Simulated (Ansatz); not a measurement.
Ansatz (a first-principles code) input (CCSD(T)/def2-TZVPPD):
A basis named .json is the Basis Set Exchange file of that set.

Ansatz 0.2 input:
```yaml
crystal:
  periodic: [false, false, false]
  atoms:
    - {symbol: Li, position_ang: [-0.00000000, -0.00000000, -1.17116215]}
    - {symbol: F, position_ang: [0.00000000, 0.00000000, 0.39038738]}
basis:
  gaussian:
    orbitals: def2-TZVPPD.json
total_charge: 1
magnetization: {spin_polarized: true, initial_magnetization: 1}
correlation: {method: ccsd_t, electrons: outside_noble_gas}
```

Output:

```
Functional definition: HF
integrals: 0.04 GiB planned
441 factors; integrals over basis functions are off by at most 5.9e-4 eV
mean field: 0.09 GiB planned
mean field evaluation 1: about -2899.2674 eV, gradient 3.2e1 eV
mean field evaluation 2: about -2899.2719 eV, gradient 3.2e1 eV
mean field evaluation 4: about -2901.7652 eV, gradient 8.4e-1 eV
mean field evaluation 8: about -2901.7681 eV, gradient 2.3e-4 eV
mean field evaluation 16: about -2898.7154 eV, gradient 2.2e1 eV
mean field evaluation 32: about -2901.3099 eV, gradient 1.3e0 eV
mean field evaluation 64: about -2901.2701 eV, gradient 6.0e-5 eV
mean field evaluation 96: about -2901.7681 eV, gradient 3.6e-2 eV
mean field -2901.76814311 eV, -106.6380123703 hartree, gradient 7.8e-7 eV, S^2 0.753742; 9 other end points of the search recorded, 0 dependent functions left out
determinant -2901.76814311 eV, -106.6380123703 hartree, with singles and doubles -2907.43710711 eV, -106.8463429548 hartree
determinant -2901.27009691 eV, -106.6197095101 hartree, with singles and doubles -2906.96523872 eV, -106.8290021111 hartree
determinant -2901.76814311 eV, -106.6380123703 hartree, with singles and doubles -2907.47045768 eV, -106.8475685655 hartree
determinant -2901.27009691 eV, -106.6197095101 hartree, with singles and doubles -2906.99758081 eV, -106.8301906612 hartree
2 core orbitals not correlated
reference -2901.76814311 eV, -106.6380123703 hartree; 4, 3 occupied and 56, 57 virtual orbitals, 441 factors
second order -5.36932398 eV of doubles, -0.00000000 eV of singles
coupled cluster: 0.16 GiB planned
cycle   1  -5.70231435 eV  change    2.2e-7 eV  update   1.6e-6
perturbative correction -0.09690720 eV, -0.0035612740 hartree
Total energy: -2907.56736466 eV, -106.8511298314 hartree
```

This state (charge 1, doublet) is run at the relaxed geometry of the species with charge 0 and multiplicity 1.
